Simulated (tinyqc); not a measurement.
Inside a calculation (part 1 of 2). Method: LCCD on RHF in the sto-3g basis, for H3O+, spin multiplicity 1. Computed by tinyqc, a small Python program that keeps every step (integrals from PySCF). Settings: charge = 1, multiplicity = 1, basis = sto-3g, method = RHF, energy threshold = 1e-10, iteration cap = 89, orthogonalisation = symmetric, start = core, DIIS depth = 6, amplitude equations = LCCD, DIIS depth for amplitudes = 0, cap on updates = 82. Command: `OMP_NUM_THREADS=1 python tinyqc.py 24899 24900 out.jsonl` (the two numbers bound the seeds that draw the settings). One thread of a shared host (Intel(R) Xeon(R) Processor @ 2.60GHz), about 0.2 s of CPU time with the checks. The early iterations of the SCF are left out here.

## One-electron integrals

Geometry (angstrom):
```
atom          x          y         z
O      0.000000   0.000000  0.069000
H      1.065000   0.000000  0.000000
H     -0.532000   0.922000  0.000000
H     -0.532000  -0.922000  0.000000
```

Basis sto-3g: exponents (1/bohr^2) and contraction coefficients of normalised primitives:
```
element  l (shell)    exponent  coefficient
O            s (1)  130.709320     0.154329
O            s (1)   23.808861     0.535328
O            s (1)    6.443608     0.444635
O            s (2)    5.033151    -0.099967
O            s (2)    1.169596     0.399513
O            s (2)    0.380389     0.700115
O            p (3)    5.033151     0.155916
O            p (3)    1.169596     0.607684
O            p (3)    0.380389     0.391957
H            s (1)    3.425251     0.154329
H            s (1)    0.623914     0.535328
H            s (1)    0.168855     0.444635
```

Overlap, kinetic and nuclear-attraction integrals over the contracted functions; the nuclear repulsion is the sum of Za Zb / Rab.

nuclear repulsion = 12.76496758 hartree

overlap S, lower triangle:
```
           1O 1s     1O 2s     1O 2px     1O 2py     1O 2pz     2H 1s     3H 1s     4H 1s
1O 1s   1.000000
1O 2s   0.236704  1.000000
1O 2px  0.000000  0.000000   1.000000
1O 2py  0.000000  0.000000   0.000000   1.000000
1O 2pz  0.000000  0.000000   0.000000   0.000000   1.000000
2H 1s   0.041525  0.405543   0.352411   0.000000  -0.022832  1.000000
3H 1s   0.041577  0.405857  -0.176225   0.305413  -0.022856  0.153170  1.000000
4H 1s   0.041577  0.405857  -0.176225  -0.305413  -0.022856  0.153170  0.153181  1.000000
```

kinetic energy T (hartree), lower triangle:
```
            1O 1s     1O 2s     1O 2px     1O 2py     1O 2pz      2H 1s      3H 1s     4H 1s
1O 1s   29.003200
1O 2s   -0.168011  0.808128
1O 2px   0.000000  0.000000   2.528731
1O 2py   0.000000  0.000000   0.000000   2.528731
1O 2pz   0.000000  0.000000   0.000000   0.000000   2.528731
2H 1s   -0.007722  0.082070   0.206392   0.000000  -0.013372   0.760032
3H 1s   -0.007709  0.082263  -0.103316   0.179055  -0.013400  -0.007347   0.760032
4H 1s   -0.007709  0.082263  -0.103316  -0.179055  -0.013400  -0.007347  -0.007346  0.760032
```

nuclear attraction V (hartree), lower triangle:
```
             1O 1s       1O 2s      1O 2px      1O 2py      1O 2pz      2H 1s      3H 1s      4H 1s
1O 1s   -62.106463
1O 2s    -7.535297  -10.530269
1O 2px    0.000007    0.000063  -10.504344
1O 2py    0.000000    0.000000    0.000000  -10.504546
1O 2pz    0.002424    0.029434   -0.000008    0.000000  -10.360810
2H 1s    -1.354210   -3.315233   -2.553951    0.000000    0.172762  -5.673216
3H 1s    -1.355923   -3.318305    1.277370   -2.213798    0.172975  -0.993644  -5.674930
4H 1s    -1.355923   -3.318305    1.277370    2.213798    0.172975  -0.993644  -0.993927  -5.674930
```

core Hamiltonian H = T + V (hartree), lower triangle:
```
             1O 1s      1O 2s     1O 2px     1O 2py     1O 2pz      2H 1s      3H 1s      4H 1s
1O 1s   -33.103263
1O 2s    -7.703308  -9.722141
1O 2px    0.000007   0.000063  -7.975613
1O 2py    0.000000   0.000000   0.000000  -7.975814
1O 2pz    0.002424   0.029434  -0.000008   0.000000  -7.832079
2H 1s    -1.361932  -3.233163  -2.347559   0.000000   0.159391  -4.913184
3H 1s    -1.363631  -3.236043   1.174054  -2.034743   0.159575  -1.000991  -4.914898
4H 1s    -1.363631  -3.236043   1.174054   2.034743   0.159575  -1.000991  -1.001273  -4.914898
```

## Two-electron integrals

Functions are numbered as in S; the eight-fold symmetry (ij|kl) = (ji|kl) = (kl|ij) leaves the list below.

Two-electron integrals (ij|kl) in chemists' order, unique and non-zero (hartree):
```
(11|11) 4.785065    (21|11) 0.741380    (21|21) 0.136873    (22|11) 1.118947
(22|21) 0.256633    (22|22) 0.817206    (31|31) 0.024477    (32|31) 0.037809
(32|32) 0.180518    (33|11) 1.115814    (33|21) 0.256684    (33|22) 0.817023
(33|33) 0.880159    (41|41) 0.024477    (42|41) 0.037809    (42|42) 0.180518
(43|43) 0.047444    (44|11) 1.115814    (44|21) 0.256684    (44|22) 0.817023
(44|33) 0.785270    (44|44) 0.880159    (51|51) 0.024477    (52|51) 0.037809
(52|52) 0.180518    (53|53) 0.047444    (54|54) 0.047444    (55|11) 1.115814
(55|21) 0.256684    (55|22) 0.817023    (55|33) 0.785270    (55|44) 0.785270
(55|55) 0.880159    (61|11) 0.131770    (61|21) 0.024133    (61|22) 0.044996
(61|31) 0.001110    (61|32) 0.002084    (61|33) 0.045177    (61|44) 0.044908
(61|51) -0.000072   (61|52) -0.000135   (61|53) -0.000017   (61|55) 0.044909
(61|61) 0.004310    (62|11) 0.332474    (62|21) 0.077262    (62|22) 0.273835
(62|31) 0.005799    (62|32) 0.044989    (62|33) 0.283005    (62|44) 0.269088
(62|51) -0.000376   (62|52) -0.002915   (62|53) -0.000902   (62|55) 0.269147
(62|61) 0.013903    (62|62) 0.115245    (63|11) 0.244000    (63|21) 0.057417
(63|22) 0.217262    (63|31) 0.011703    (63|32) 0.080384    (63|33) 0.236520
(63|44) 0.207488    (63|51) -0.000244   (63|52) -0.002180   (63|53) -0.001281
(63|55) 0.207532    (63|61) 0.010771    (63|62) 0.111089    (63|63) 0.121945
(64|41) 0.007938    (64|42) 0.046741    (64|43) 0.009257    (64|54) -0.000600
(64|64) 0.016104    (65|11) -0.015808   (65|21) -0.003720   (65|22) -0.014076
(65|31) -0.000244   (65|32) -0.002180   (65|33) -0.014124   (65|44) -0.013443
(65|51) 0.007954    (65|52) 0.046883    (65|53) 0.009301    (65|55) -0.014645
(65|61) -0.000698   (65|62) -0.007197   (65|63) -0.006857   (65|65) 0.016549
(66|11) 0.483705    (66|21) 0.114225    (66|22) 0.465316    (66|31) 0.010751
(66|32) 0.116151    (66|33) 0.501577    (66|44) 0.446778    (66|51) -0.000697
(66|52) -0.007525   (66|53) -0.003550   (66|55) 0.447008    (66|61) 0.020718
(66|62) 0.250581    (66|63) 0.275641    (66|65) -0.017858   (66|66) 0.774606
(71|11) 0.131936    (71|21) 0.024163    (71|22) 0.045052    (71|31) -0.000555
(71|32) -0.001043   (71|33) 0.045031    (71|41) 0.000963    (71|42) 0.001808
(71|43) -0.000117   (71|44) 0.045166    (71|51) -0.000072   (71|52) -0.000135
(71|53) 0.000009    (71|54) -0.000015   (71|55) 0.044965    (71|61) 0.004236
(71|62) 0.013397    (71|63) 0.009745    (71|64) 0.000373    (71|65) -0.000673
(71|66) 0.019740    (71|71) 0.004321    (72|11) 0.332787    (72|21) 0.077334
(72|22) 0.274079    (72|31) -0.002901   (72|32) -0.022502   (72|33) 0.272807
(72|41) 0.005028    (72|42) 0.038998    (72|43) -0.006029   (72|44) 0.279777
(72|51) -0.000376   (72|52) -0.002918   (72|53) 0.000451    (72|54) -0.000782
(72|55) 0.269387    (72|61) 0.013393    (72|62) 0.089450    (72|63) 0.066066
(72|64) 0.010074    (72|65) -0.005411   (72|66) 0.154920    (72|71) 0.013933
(72|72) 0.115435    (73|11) -0.122039   (73|21) -0.028717   (73|22) -0.108660
(73|31) 0.008888    (73|32) 0.055197    (73|33) -0.114346   (73|41) -0.001631
(73|42) -0.014573   (73|43) 0.010302    (73|44) -0.107718   (73|51) 0.000122
(73|52) 0.001091    (73|53) -0.000771   (73|54) 0.000295    (73|55) -0.103793
(73|61) -0.004545   (73|62) -0.024284   (73|63) -0.006518   (73|64) -0.002117
(73|65) 0.001434    (73|66) -0.032152   (73|71) -0.005394   (73|72) -0.055602
(73|73) 0.042605    (74|11) 0.211503    (74|21) 0.049770    (74|22) 0.188317
(74|31) -0.001631   (74|32) -0.014573   (74|33) 0.182121    (74|41) 0.010774
(74|42) 0.072044    (74|43) -0.008577   (74|44) 0.202733    (74|51) -0.000212
(74|52) -0.001890   (74|53) 0.000295    (74|54) -0.001112   (74|55) 0.179883
(74|61) 0.008623    (74|62) 0.062247    (74|63) 0.045629    (74|64) 0.018586
(74|65) -0.003701   (74|66) 0.109337    (74|71) 0.009348    (74|72) 0.096362
(74|73) -0.045876   (74|74) 0.095641    (75|11) -0.015828   (75|21) -0.003725
(75|22) -0.014093   (75|31) 0.000122    (75|32) 0.001091    (75|33) -0.013629
(75|41) -0.000212   (75|42) -0.001890   (75|43) 0.000295    (75|44) -0.013971
(75|51) 0.007963    (75|52) 0.046930    (75|53) -0.004652   (75|54) 0.008063
(75|55) -0.014663   (75|61) -0.000673   (75|62) -0.005412   (75|63) -0.003924
(75|64) -0.000607   (75|65) 0.012273    (75|66) -0.010187   (75|71) -0.000700
(75|72) -0.007212   (75|73) 0.003433    (75|74) -0.005950   (75|75) 0.016579
(76|11) 0.095576    (76|21) 0.022380    (76|22) 0.085154    (76|31) 0.000682
(76|32) 0.006158    (76|33) 0.085739    (76|41) 0.001181    (76|42) 0.010657
(76|43) 0.000347    (76|44) 0.086138    (76|51) -0.000177   (76|52) -0.001595
(76|53) -0.000188   (76|54) -0.000325   (76|55) 0.083493    (76|61) 0.003967
(76|62) 0.034224    (76|63) 0.030866    (76|64) 0.003628    (76|65) -0.002407
(76|66) 0.074749    (76|71) 0.003972    (76|72) 0.034249    (76|73) -0.012288
(76|74) 0.028563    (76|75) -0.002409   (76|76) 0.012425    (77|11) 0.483917
(77|21) 0.114275    (77|22) 0.465489    (77|31) -0.005377   (77|32) -0.058078
(77|33) 0.460636    (77|41) 0.009318    (77|42) 0.100655    (77|43) -0.023734
(77|44) 0.488074    (77|51) -0.000697   (77|52) -0.007533   (77|53) 0.001776
(77|54) -0.003078   (77|55) 0.447171    (77|61) 0.019724    (77|62) 0.154836
(77|63) 0.110734    (77|64) 0.026781    (77|65) -0.010180   (77|66) 0.285250
(77|71) 0.020753    (77|72) 0.250829    (77|73) -0.137871   (77|74) 0.238941
(77|75) -0.017882   (77|76) 0.074749    (77|77) 0.774606    (81|11) 0.131936
(81|21) 0.024163    (81|22) 0.045052    (81|31) -0.000555   (81|32) -0.001043
(81|33) 0.045031    (81|41) -0.000963   (81|42) -0.001808   (81|43) 0.000117
(81|44) 0.045166    (81|51) -0.000072   (81|52) -0.000135   (81|53) 0.000009
(81|54) 0.000015    (81|55) 0.044965    (81|61) 0.004236    (81|62) 0.013397
(81|63) 0.009745    (81|64) -0.000373   (81|65) -0.000673   (81|66) 0.019740
(81|71) 0.004241    (81|72) 0.013410    (81|73) -0.005197   (81|74) 0.008260
(81|75) -0.000674   (81|76) 0.003852    (81|77) 0.019748    (81|81) 0.004321
(82|11) 0.332787    (82|21) 0.077334    (82|22) 0.274079    (82|31) -0.002901
(82|32) -0.022502   (82|33) 0.272807    (82|41) -0.005028   (82|42) -0.038998
(82|43) 0.006029    (82|44) 0.279777    (82|51) -0.000376   (82|52) -0.002918
(82|53) 0.000451    (82|54) 0.000782    (82|55) 0.269387    (82|61) 0.013393
(82|62) 0.089450    (82|63) 0.066066    (82|64) -0.010074   (82|65) -0.005411
(82|66) 0.154920    (82|71) 0.013410    (82|72) 0.089520    (82|73) -0.041762
(82|74) 0.052214    (82|75) -0.005417   (82|76) 0.027312    (82|77) 0.154948
(82|81) 0.013933    (82|82) 0.115435    (83|11) -0.122039   (83|21) -0.028717
(83|22) -0.108660   (83|31) 0.008888    (83|32) 0.055197    (83|33) -0.114346
(83|41) 0.001631    (83|42) 0.014573    (83|43) -0.010302   (83|44) -0.107718
(83|51) 0.000122    (83|52) 0.001091    (83|53) -0.000771   (83|54) -0.000295
(83|55) -0.103793   (83|61) -0.004545   (83|62) -0.024284   (83|63) -0.006518
(83|64) 0.002117    (83|65) 0.001434    (83|66) -0.032152   (83|71) -0.005197
(83|72) -0.041762   (83|73) 0.031147    (83|74) -0.023877   (83|75) 0.002488
(83|76) -0.009584   (83|77) -0.078561   (83|81) -0.005394   (83|82) -0.055602
(83|83) 0.042605    (84|11) -0.211503   (84|21) -0.049770   (84|22) -0.188317
(84|31) 0.001631    (84|32) 0.014573    (84|33) -0.182121   (84|41) 0.010774
(84|42) 0.072044    (84|43) -0.008577   (84|44) -0.202733   (84|51) 0.000212
(84|52) 0.001890    (84|53) -0.000295   (84|54) -0.001112   (84|55) -0.179883
(84|61) -0.008623   (84|62) -0.062247   (84|63) -0.045629   (84|64) 0.018586
(84|65) 0.003701    (84|66) -0.109337   (84|71) -0.008260   (84|72) -0.052214
(84|73) 0.023877    (84|74) -0.019106   (84|75) 0.003097    (84|76) -0.016615
(84|77) -0.082556   (84|81) -0.009348   (84|82) -0.096362   (84|83) 0.045876
(84|84) 0.095641    (85|11) -0.015828   (85|21) -0.003725   (85|22) -0.014093
(85|31) 0.000122    (85|32) 0.001091    (85|33) -0.013629   (85|41) 0.000212
(85|42) 0.001890    (85|43) -0.000295   (85|44) -0.013971   (85|51) 0.007963
(85|52) 0.046930    (85|53) -0.004652   (85|54) -0.008063   (85|55) -0.014663
(85|61) -0.000673   (85|62) -0.005412   (85|63) -0.003924   (85|64) 0.000607
(85|65) 0.012273    (85|66) -0.010187   (85|71) -0.000674   (85|72) -0.005417
(85|73) 0.002488    (85|74) -0.003097   (85|75) 0.012284    (85|76) -0.001856
(85|77) -0.010189   (85|81) -0.000700   (85|82) -0.007212   (85|83) 0.003433
(85|84) 0.005950    (85|85) 0.016579    (86|11) 0.095576    (86|21) 0.022380
(86|22) 0.085154    (86|31) 0.000682    (86|32) 0.006158    (86|33) 0.085739
(86|41) -0.001181   (86|42) -0.010657   (86|43) -0.000347   (86|44) 0.086138
(86|51) -0.000177   (86|52) -0.001595   (86|53) -0.000188   (86|54) 0.000325
(86|55) 0.083493    (86|61) 0.003967    (86|62) 0.034224    (86|63) 0.030866
(86|64) -0.003628   (86|65) -0.002407   (86|66) 0.074749    (86|71) 0.003852
(86|72) 0.027312    (86|73) -0.009584   (86|74) 0.016615    (86|75) -0.001856
(86|76) 0.010030    (86|77) 0.048242    (86|81) 0.003972    (86|82) 0.034249
(86|83) -0.012288   (86|84) -0.028563   (86|85) -0.002409   (86|86) 0.012425
(87|11) 0.095609    (87|21) 0.022388    (87|22) 0.085176    (87|31) -0.001364
(87|32) -0.012303   (87|33) 0.086359    (87|44) 0.085562    (87|51) -0.000177
(87|52) -0.001596   (87|53) 0.000375    (87|55) 0.083516    (87|61) 0.003848
(87|62) 0.027297    (87|63) 0.019177    (87|65) -0.001854   (87|66) 0.048244
(87|71) 0.003973    (87|72) 0.034255    (87|73) -0.018579   (87|74) 0.024937
(87|75) -0.002410   (87|76) 0.010030    (87|77) 0.074755    (87|81) 0.003973
(87|82) 0.034255    (87|83) -0.018579   (87|84) -0.024937   (87|85) -0.002410
(87|86) 0.010030    (87|87) 0.012426    (88|11) 0.483917    (88|21) 0.114275
(88|22) 0.465489    (88|31) -0.005377   (88|32) -0.058078   (88|33) 0.460636
(88|41) -0.009318   (88|42) -0.100655   (88|43) 0.023734    (88|44) 0.488074
(88|51) -0.000697   (88|52) -0.007533   (88|53) 0.001776    (88|54) 0.003078
(88|55) 0.447171    (88|61) 0.019724    (88|62) 0.154836    (88|63) 0.110734
(88|64) -0.026781   (88|65) -0.010180   (88|66) 0.285250    (88|71) 0.019748
(88|72) 0.154948    (88|73) -0.078561   (88|74) 0.082556    (88|75) -0.010189
(88|76) 0.048242    (88|77) 0.285256    (88|81) 0.020753    (88|82) 0.250829
(88|83) -0.137871   (88|84) -0.238941   (88|85) -0.017882   (88|86) 0.074749
(88|87) 0.074755    (88|88) 0.774606
```

## Orthogonalisation

S = U s U^T; symmetric (Loewdin) form X = U s^(-1/2) U^T, so that X^T S X = 1.

eigenvalues of S: 0.399112  0.484752  0.485046  0.979777  1.007852  1.361788  1.362067  1.919606

X, lower triangle:
```
            1O 1s      1O 2s     1O 2px     1O 2py    1O 2pz      2H 1s      3H 1s     4H 1s
1O 1s    1.024570
1O 2s   -0.144960   1.241428
1O 2px   0.000006  -0.000091   1.095821
1O 2py   0.000000   0.000000   0.000000   1.095977
1O 2pz   0.001221  -0.012086   0.000006   0.000000  1.000666
2H 1s    0.018839  -0.227490  -0.232677   0.000000  0.012570   1.145989
3H 1s    0.018853  -0.227783   0.116385  -0.201717  0.012591  -0.050892   1.146239
4H 1s    0.018853  -0.227783   0.116385   0.201717  0.012591  -0.050892  -0.050910  1.146239
```

## Iteration 8 (converged): orbitals

converged F (hartree), lower triangle:
```
             1O 1s      1O 2s     1O 2px     1O 2py     1O 2pz      2H 1s      3H 1s      4H 1s
1O 1s   -20.786110
1O 2s    -5.291995  -2.902326
1O 2px    0.000007   0.000091  -0.814044
1O 2py    0.000000   0.000000   0.000000  -0.814270
1O 2pz    0.004546   0.018934  -0.000009   0.000000  -0.851344
2H 1s    -0.942912  -1.024310  -0.599100   0.000000   0.047713  -0.748111
3H 1s    -0.944080  -1.025182   0.299565  -0.519134   0.047756  -0.280826  -0.748661
4H 1s    -0.944080  -1.025182   0.299565   0.519134   0.047756  -0.280826  -0.280939  -0.748661
```

Diagonalise F' = X^T F X, C = X C', fill 5 alpha and 5 beta electrons from the bottom; D = 2 C_occ C_occ^T. Each column has its largest component positive (the first on a tie).

F' = X^T F X (hartree), lower triangle:
```
            1          2          3          4          5          6          7          8
1  -20.403052
2   -2.721214  -1.657410
3    0.000005  -0.000062  -0.557168
4    0.000000   0.000000   0.000000  -0.557062
5    0.007769  -0.008840   0.000004   0.000000  -0.849390
6   -0.116145  -0.443183  -0.496662   0.000000   0.031804  -0.294383
7   -0.116441  -0.443638   0.248362  -0.430411   0.031840  -0.059070  -0.294262
8   -0.116441  -0.443638   0.248362   0.430411   0.031840  -0.059070  -0.059126  -0.294262
```

orbital energies (hartree): MO1 -20.794739, MO2 -1.689144, MO3 -1.025715, MO4 -1.025469, MO5 -0.852182, MO6 0.013733, MO7 0.233010, MO8 0.233517

coefficients C:
```
              MO1        MO2        MO3        MO4        MO5        MO6        MO7        MO8
1O 1s    0.994166  -0.241473   0.000000  -0.000033  -0.013471  -0.158013  -0.000171   0.000000
1O 2s    0.026040   0.888289   0.000000   0.000196   0.066473   0.961076   0.001205   0.000000
1O 2px  -0.000002  -0.000086   0.000000   0.694459  -0.000037   0.000747  -0.894303   0.000000
1O 2py   0.000000   0.000000   0.694371   0.000000   0.000000   0.000000   0.000000   0.894647
1O 2pz  -0.000535  -0.022085   0.000000   0.000038   0.997043  -0.085857  -0.000104   0.000000
2H 1s   -0.004416   0.101295   0.000000   0.411828  -0.023978  -0.637041   0.915749   0.000000
3H 1s   -0.004421   0.101407   0.356592  -0.205840  -0.023963  -0.636129  -0.458804  -0.793797
4H 1s   -0.004421   0.101407  -0.356592  -0.205840  -0.023963  -0.636129  -0.458804   0.793797
```

D after iteration 8, lower triangle:
```
            1O 1s     1O 2s     1O 2px     1O 2py     1O 2pz      2H 1s      3H 1s     4H 1s
1O 1s    2.093712
1O 2s   -0.379010  1.588308
1O 2px  -0.000008  0.000114   0.964548
1O 2py   0.000000  0.000000   0.000000   0.964302
1O 2pz  -0.017260  0.093289  -0.000018   0.000000   1.989165
2H 1s   -0.057081  0.176702   0.571979   0.000000  -0.052252   0.360914
3H 1s   -0.057104  0.176660  -0.285910   0.495214  -0.052275  -0.147809   0.360810
4H 1s   -0.057104  0.176660  -0.285910  -0.495214  -0.052275  -0.147809  -0.147822  0.360810
```

## Convergence

Stop when the energy changes by less than 1e-10 hartree and every element of the error matrix X^T (F D S - S D F) X is below 3e-06.

Course of the cycle:
```
iteration   E (hartree)     change  largest element of the error matrix
1          -73.39260907          -                             6.99e-01
2          -75.25223046  -1.86e+00                             2.19e-01
3          -75.30815083  -5.59e-02                             1.28e-02
4          -75.30839931  -2.48e-04                             1.86e-03
5          -75.30840563  -6.32e-06                             6.88e-04
6          -75.30840754  -1.91e-06                             1.47e-04
7          -75.30840763  -8.90e-08                             1.21e-06
8          -75.30840763  -2.19e-12                             2.99e-08
```

PySCF RHF in the same basis = -75.30840763 hartree

Converged in 8 iterations.
